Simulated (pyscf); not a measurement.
Thermochemistry of product channels of H₃Si–CH₂–GeH₃ (SMILES [SiH3][CH2][GeH3]) + H• (SMILES [H]) on the doublet surface, in kcal/mol, from CCSD(T)/def2-TZVPP + ΔMP2(QZVPP) energies (ideal gas, 1 atm, RRHO with modes under 100 cm⁻¹ raised to 100, one conformer, R ln 2 for chiral ones without a mode under 150 cm⁻¹). Optimised with ωB97X-D3(BJ)/def2-SVP in PySCF. MP2 and CC: frozen core, UHF for open shells. ΔMP2 is the change of the MP2 total energy from the triple- to the quadruple-zeta basis.

```csv
products,ΔE,ΔH(298 K),ΔG(900 K),ΔG(1200 K)
SiH₃• (SMILES [SiH3]) + H₃C–GeH₃ (SMILES [CH3][GeH3]),-17.4,-14.3,-20.9,-22.0
H₃C–SiH₃ (SMILES C[SiH3]) + GeH₃• (SMILES [GeH3]),-25.4,-22.2,-28.5,-29.4
```

These are energies of the channels, which say nothing of barriers. The CCSD(T) − MP2 part came from Ansatz, without density fitting, on the same reference. The frozen core leaves the outer d or s,p core shells of the metals and heavy elements correlated in the MP2 and CC values, and def2-TZVPP describes them poorly, which can shift differences by a few kcal/mol. Elements up to Kr have no core potential and no relativistic terms here.
